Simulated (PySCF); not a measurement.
hydrogen chloride (ClH), SMILES Cl.

Geometry optimised at PBE-D3(BJ)/def2-TZVPD.

Level of theory: PBE-D3(BJ)/def2-TZVPD in PySCF.

Frequencies are harmonic and unscaled.

Give all harmonic wavenumbers and intensities. (An estimate is asked for; the answer gives what the named calculation found.)


```json
[
 {"mode": "1", "ν (cm⁻¹)": "2894", "IR (km/mol)": "38.2", "moving atoms (share of kinetic energy)": "H 97 %"}
]
```
